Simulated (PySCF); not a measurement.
input.py for SiH⁻

File input.py (PySCF 2.14):

```python
from pyscf import gto, scf
from pyscf.geomopt.geometric_solver import optimize

mol = gto.M(
    atom='Si 0 0 0; H 0 0 1.535',
    basis='def2-tzvpp',
    charge=-1,
    spin=2,
    verbose=4,
)
mf = scf.UHF(mol)
mf.kernel()
mol_eq = optimize(mf, maxsteps=30)
print('optimised geometry (angstrom)')
print(mol_eq.tostring('raw'))
print('orbital energies (hartree):', [e[max(0, n-3):n+3].round(4) for e, n in zip(mf.mo_energy, mol.nelec)])
```

```bash
$ OMP_NUM_THREADS=1 python input.py
```

Output (some set-up lines and the per-cycle HOMO/LUMO lines with their warnings removed):

```
PySCF version 2.14.0

[INPUT] Symbol           X                Y                Z      unit          X                Y                Z       unit  Magmom
[INPUT]  1 Si     0.000000000000   0.000000000000   0.000000000000 AA    0.000000000000   0.000000000000   0.000000000000 Bohr   0.0
[INPUT]  2 H      0.000000000000   0.000000000000   1.535000000000 AA    0.000000000000   0.000000000000   2.900729601207 Bohr   0.0

nuclear repulsion = 4.82637195627362
number of shells = 20
number of NR pGTOs = 79
number of NR cGTOs = 56
basis = def2-tzvpp
ecp = {}

******** <class 'pyscf.scf.uhf.UHF'> ********
method = UHF
initial guess = minao
damping factor = 0
level_shift factor = 0
DIIS = <class 'pyscf.scf.diis.CDIIS'>
SCF conv_tol = 1e-09
SCF max_cycles = 50
number electrons alpha = 9  beta = 7
init E= -289.131167098807

cycle= 1 E= -289.441249650279  delta_E= -0.31  |g|= 0.0978  |ddm|= 0.876
cycle= 2 E= -289.453180078816  delta_E= -0.0119  |g|= 0.0332  |ddm|= 0.27
cycle= 3 E= -289.455159477916  delta_E= -0.00198  |g|= 0.0139  |ddm|= 0.0832
cycle= 4 E= -289.455596007734  delta_E= -0.000437  |g|= 0.0067  |ddm|= 0.0422
cycle= 5 E= -289.455734681301  delta_E= -0.000139  |g|= 0.00302  |ddm|= 0.0287
cycle= 6 E= -289.455771463657  delta_E= -3.68e-05  |g|= 0.00138  |ddm|= 0.0188
cycle= 7 E= -289.455779276894  delta_E= -7.81e-06  |g|= 0.000637  |ddm|= 0.00892
cycle= 8 E= -289.455780954867  delta_E= -1.68e-06  |g|= 0.000152  |ddm|= 0.00476
cycle= 9 E= -289.455781031782  delta_E= -7.69e-08  |g|= 3.57e-05  |ddm|= 0.000893
cycle= 10 E= -289.455781035716  delta_E= -3.93e-09  |g|= 9.31e-06  |ddm|= 0.00018
cycle= 11 E= -289.455781035967  delta_E= -2.51e-10  |g|= 2.3e-06  |ddm|= 5.74e-05
Extra cycle  E= -289.455781035978  delta_E= -1.02e-11  |g|= 1.19e-06  |ddm|= 7.92e-06
converged SCF energy = -289.455781035978  <S^2> = 2.0379045  2S+1 = 3.0251641
Create scanner for <class 'pyscf.grad.uhf.Gradients'>
Create scanner for <class 'pyscf.scf.uhf.UHF'>
input.py

Current date and time:

#|     Arguments passed to driver run_optimizer():      |#
customengine              <pyscf.geomopt.geometric_solver.PySCFEngine object>
logIni                    <dir>
maxiter                   30
----------------------------------------------------------
Custom engine selected.
Bonds will be generated from interatomic distances less than 1.20 times sum of covalent radii
6 internal coordinates being used (instead of 6 Cartesians)
Internal coordinate system (atoms numbered from 1):
Distance 1-2
Translation-X 1-2
Translation-Y 1-2
Translation-Z 1-2
Rotation-A 1-2
Rotation-B 1-2
Rotation-C 1-2
<class 'geometric.internal.Distance'> : 1
<class 'geometric.internal.TranslationX'> : 1
<class 'geometric.internal.TranslationY'> : 1
<class 'geometric.internal.TranslationZ'> : 1
<class 'geometric.internal.RotationA'> : 1
<class 'geometric.internal.RotationB'> : 1
<class 'geometric.internal.RotationC'> : 1
> ===== Optimization Info: ====
> Job type: Energy minimization
> Maximum number of optimization cycles: 30
> Initial / maximum trust radius (Angstrom): 0.100 / 0.300
> Convergence Criteria:
> Will converge when all 5 criteria are reached:
>  |Delta-E| < 1.00e-06
>  RMS-Grad  < 3.00e-04
>  Max-Grad  < 4.50e-04
>  RMS-Disp  < 1.20e-03
>  Max-Disp  < 1.80e-03
> === End Optimization Info ===

Geometry optimization cycle 1
Cartesian coordinates (Angstrom)
 Atom        New coordinates             dX        dY        dZ
  Si   0.000000   0.000000   0.000000    0.000000  0.000000  0.000000
   H   0.000000   0.000000   1.535000    0.000000  0.000000  0.000000

WARN: Mole.unit (angstrom) is changed to Bohr

New geometry
   1 Si     0.000000000000   0.000000000000   0.000000000000 AA    0.000000000000   0.000000000000   0.000000000000 Bohr
   2 H      0.000000000000   0.000000000000   1.535000000000 AA    0.000000000000   0.000000000000   2.900729601207 Bohr

******** <class 'pyscf.scf.hf.UHF_Scanner'> ********
method = UHF_Scanner
initial guess = minao
damping factor = 0
level_shift factor = 0
DIIS = <class 'pyscf.scf.diis.CDIIS'>
SCF conv_tol = 1e-09
SCF max_cycles = 50
number electrons alpha = 9  beta = 7
init E= -289.455781035978
cycle= 1 E= -289.455781035981  delta_E= -3.07e-12  |g|= 6.6e-07  |ddm|= 4.32e-06
Extra cycle  E= -289.455781035981  delta_E= -6.25e-13  |g|= 3.76e-07  |ddm|= 2.44e-06
converged SCF energy = -289.455781035981  <S^2> = 2.0379043  2S+1 = 3.025164

******** <class 'pyscf.grad.rhf.Gradients_Scanner'> for <class 'pyscf.scf.hf.UHF_Scanner'> ********
unit = Eh/Bohr
--------------- UHF_Scanner gradients ---------------
         x                y                z
0 Si     0.0000000000     0.0000000000     0.0038614080
1 H    -0.0000000000    -0.0000000000    -0.0038614080
----------------------------------------------
cycle 1: E = -289.455781036  dE = -289.456  norm(grad) = 0.00546086
Step    0 : Gradient = 3.861e-03/3.861e-03 (rms/max) Energy = -289.4557810360
Hessian Eigenvalues: 5.00000e-02 5.00000e-02 5.00000e-02 ... 5.00000e-02 5.00000e-02 1.54128e-01

Geometry optimization cycle 2
Cartesian coordinates (Angstrom)
 Atom        New coordinates             dX        dY        dZ
  Si  -0.000000  -0.000000  -0.006629   -0.000000 -0.000000 -0.006629
   H   0.000000   0.000000   1.541629    0.000000  0.000000  0.006629
New geometry
   1 Si    -0.000000000000  -0.000000000000  -0.006628817886 AA   -0.000000000000  -0.000000000000  -0.012526650333 Bohr
   2 H      0.000000000000   0.000000000000   1.541628817885 AA    0.000000000000   0.000000000000   2.913256251541 Bohr

******** <class 'pyscf.scf.hf.UHF_Scanner'> ********
method = UHF_Scanner
initial guess = minao
damping factor = 0
level_shift factor = 0
DIIS = <class 'pyscf.scf.diis.CDIIS'>
SCF conv_tol = 1e-09
SCF max_cycles = 50
number electrons alpha = 9  beta = 7
init E= -289.454597164523
cycle= 1 E= -289.455831485876  delta_E= -0.00123  |g|= 0.00151  |ddm|= 0.00608
cycle= 2 E= -289.455833676602  delta_E= -2.19e-06  |g|= 0.000471  |ddm|= 0.00203
cycle= 3 E= -289.455833844636  delta_E= -1.68e-07  |g|= 0.00015  |ddm|= 0.000762
cycle= 4 E= -289.455833893404  delta_E= -4.88e-08  |g|= 3.5e-05  |ddm|= 0.000595
cycle= 5 E= -289.455833896616  delta_E= -3.21e-09  |g|= 1.08e-05  |ddm|= 0.00016
cycle= 6 E= -289.45583389693  delta_E= -3.13e-10  |g|= 4.96e-06  |ddm|= 4.48e-05
Extra cycle  E= -289.455833896985  delta_E= -5.5e-11  |g|= 3.2e-06  |ddm|= 1.37e-05
converged SCF energy = -289.455833896985  <S^2> = 2.0377778  2S+1 = 3.0250803

******** <class 'pyscf.grad.rhf.Gradients_Scanner'> for <class 'pyscf.scf.hf.UHF_Scanner'> ********
unit = Eh/Bohr
--------------- UHF_Scanner gradients ---------------
         x                y                z
0 Si    -0.0000000000    -0.0000000000     0.0003943381
1 H     0.0000000000     0.0000000000    -0.0003943381
----------------------------------------------
cycle 2: E = -289.455833897  dE = -5.2861e-05  norm(grad) = 0.000557678
Step    1 : Displace = 6.629e-03/6.629e-03 (rms/max) Trust = 1.000e-01 (=) Grad = 3.943e-04/3.943e-04 (rms/max) E (change) = -289.4558338970 (-5.286e-05) Quality = 1.093
Hessian Eigenvalues: 5.00000e-02 5.00000e-02 5.00000e-02 ... 5.00000e-02 5.00000e-02 1.38388e-01

Geometry optimization cycle 3
Cartesian coordinates (Angstrom)
 Atom        New coordinates             dX        dY        dZ
  Si  -0.000000   0.000000  -0.007383    0.000000  0.000000 -0.000754
   H   0.000000  -0.000000   1.542383   -0.000000 -0.000000  0.000754
New geometry
   1 Si    -0.000000000000   0.000000000000  -0.007382767352 AA   -0.000000000000   0.000000000000  -0.013951408337 Bohr
   2 H      0.000000000000  -0.000000000000   1.542382767352 AA    0.000000000000  -0.000000000000   2.914681009544 Bohr

******** <class 'pyscf.scf.hf.UHF_Scanner'> ********
method = UHF_Scanner
initial guess = minao
damping factor = 0
level_shift factor = 0
DIIS = <class 'pyscf.scf.diis.CDIIS'>
SCF conv_tol = 1e-09
SCF max_cycles = 50
number electrons alpha = 9  beta = 7
init E= -289.455687430336
cycle= 1 E= -289.455834446251  delta_E= -0.000147  |g|= 0.000172  |ddm|= 0.000692
cycle= 2 E= -289.45583447474  delta_E= -2.85e-08  |g|= 5.37e-05  |ddm|= 0.000232
cycle= 3 E= -289.455834476961  delta_E= -2.22e-09  |g|= 1.73e-05  |ddm|= 8.82e-05
cycle= 4 E= -289.455834477624  delta_E= -6.63e-10  |g|= 4.25e-06  |ddm|= 6.98e-05
Extra cycle  E= -289.455834477664  delta_E= -3.97e-11  |g|= 2.29e-06  |ddm|= 1.3e-05
converged SCF energy = -289.455834477664  <S^2> = 2.0377599  2S+1 = 3.0250686

******** <class 'pyscf.grad.rhf.Gradients_Scanner'> for <class 'pyscf.scf.hf.UHF_Scanner'> ********
unit = Eh/Bohr
--------------- UHF_Scanner gradients ---------------
         x                y                z
0 Si    -0.0000000000     0.0000000000     0.0000131474
1 H     0.0000000000    -0.0000000000    -0.0000131474
----------------------------------------------
cycle 3: E = -289.455834478  dE = -5.80679e-07  norm(grad) = 1.85933e-05
Step    2 : Displace = 7.539e-04/7.539e-04 (rms/max) Trust = 1.414e-01 (+) Grad = 1.315e-05/1.315e-05 (rms/max) E (change) = -289.4558344777 (-5.807e-07) Quality = 1.034
Hessian Eigenvalues: 5.00000e-02 5.00000e-02 5.00000e-02 ... 5.00000e-02 5.00000e-02 1.38388e-01
Converged! =D

    #| If this code has benefited your research, please support us by citing: |#
    #| Wang, L.-P.; Song, C.C. (2016) "Geometry optimization made simple with |#
    #| translation and rotation coordinates", J. Chem, Phys. 144, 214108.     |#
    #|                                     |#
optimised geometry (angstrom)
Si         -0.00000000        0.00000000       -0.00738277
H           0.00000000       -0.00000000        1.54238277
orbital energies (hartree): [array([-0.1472, -0.0462, -0.0462,  0.3446,  0.4667,  0.5032]), array([-3.955 , -0.3296, -0.1055,  0.2823,  0.2823,  0.3692])]
```

In short: E(SCF) = -289.455781 Eh, 11 cycles, ⟨S²⟩ = 2.038, all at the start geometry; optimised bond 1.550 Å with E = -289.455834 Eh after 3 steps.

Run time: 2.2 s on 1 thread of Intel Xeon 6975P-C (shared host), peak memory 0.15 GiB.

The last line lists the levels of the start geometry. The basis has no diffuse functions, which an anion needs. No search for the lowest solution was made.
